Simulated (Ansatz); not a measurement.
fcc Rh was calculated with PBEsol (PAW; Ansatz, a first-principles code).

Run with plane-wave cutoff 500 eV, 22×22×1 k mesh (along the axes of the cell as run), Fermi–Dirac smearing 0.1 eV, scalar-relativistic PAW data made under PBE.

**Question.** Estimate the surface energy of the (311) face and work function of the (311) face that the calculation returns.

**Answer.** 
- surface energy of the (311) face = 2.91 J/m²
- work function of the (311) face = 4.91 eV

The slab of 11 atoms is relaxed and unreconstructed.

Cost on a shared machine: very roughly 90 core-minutes.
